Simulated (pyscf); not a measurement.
Thermochemistry of product channels of `[AlH]` [singlet] + `[CH3]` [doublet] on the doublet surface, in kcal/mol, from CCSD(T)/def2-TZVPP + ΔMP2(QZVPP) energies (ideal gas, 1 atm, RRHO with modes under 100 cm⁻¹ raised to 100, one conformer, R ln 2 for rigid chiral ones). Optimised with ωB97X-D3(BJ)/def2-SVP in PySCF. MP2 and CC: frozen core, UHF for open shells. ΔMP2 is the change of the MP2 total energy from the triple- to the quadruple-zeta basis.

```json
[
 {"products": "`[CH3][Al]` [singlet] + `[H]` [doublet]", "ΔE": "+1.4", "ΔH(298 K)": "+1.1", "ΔG(298 K)": "+3.2", "ΔG(900 K)": "+6.7"},
 {"products": "`[CH3][AlH]` [doublet]", "ΔE": "-47.8", "ΔH(298 K)": "-44.8", "ΔG(298 K)": "-36.7", "ΔG(900 K)": "-20.3"}
]
```

These are energies of the channels, which say nothing of barriers. The CCSD(T) − MP2 part came from Ansatz, without density fitting, on the same reference.
